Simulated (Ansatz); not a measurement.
Worked example: correlation energy of AsF2, doublet

Geometry: a PBE0/def2-TZVP stationary point for this spin, not checked as a minimum.

```yaml
atoms:
  - { symbol: As, position_ang: [0.0000, -0.3875, 0.0000] }
  - { symbol: F, position_ang: [0.0000, 0.7641, -1.2906] }
  - { symbol: F, position_ang: [0.0000, 0.7641, 1.2906] }
```

Basis cc-pVTZ; Ansatz 0.2.0. Only valence electrons are correlated (noble-gas cores and the filled d shells of p-block atoms frozen), which leaves 19 electrons in 87 orbitals. R marks a restricted (for open shells ROHF) determinant, U an unrestricted one. No spin–orbit coupling is included, and no scalar relativity.

Full CI isn't at hand for all of this; UCCSDT(Q) serves as the reference, and is uncertain by about the last step of the cluster series.

Runs differ by some tens of microhartree through their thresholds and, for an open shell, their frozen cores, so steps under 0.03 kcal/mol mean nothing.

```json
{"level": "UHF", "total energy (hartree)": "-2433.228673"}
{"level": "UMP2", "total energy (hartree)": "-2433.845799"}
{"level": "UCCSD", "total energy (hartree)": "-2433.851814"}
{"level": "UCCSD(T)", "total energy (hartree)": "-2433.872568"}
{"level": "UCCSDT", "total energy (hartree)": "-2433.873055"}
{"level": "UCCSDT(Q)", "total energy (hartree)": "-2433.874074"}
```

Problem. What is the correlation energy at UCCSDT(Q), and what share of it do UMP2 and UCCSD recover?

Solution. E(corr) = -2433.874074 − (-2433.228673) = -0.645401 hartree = -17.562 eV. UMP2: -0.617126 / -0.645401 = 95.62 %. UCCSD: -0.623141 / -0.645401 = 96.55 %.

Problem. By how many kcal/mol does UCCSD(T) miss UCCSDT(Q) (1 hartree = 627.509 kcal/mol), and which steps make up the rest?

Solution. -2433.872568 − (-2433.874074) = 0.001506 hartree = 0.95 kcal/mol. Steps: UCCSDT − UCCSD(T) = -0.31, UCCSDT(Q) − UCCSDT = -0.64 kcal/mol. Differences between like states or geometries often cancel part of this.
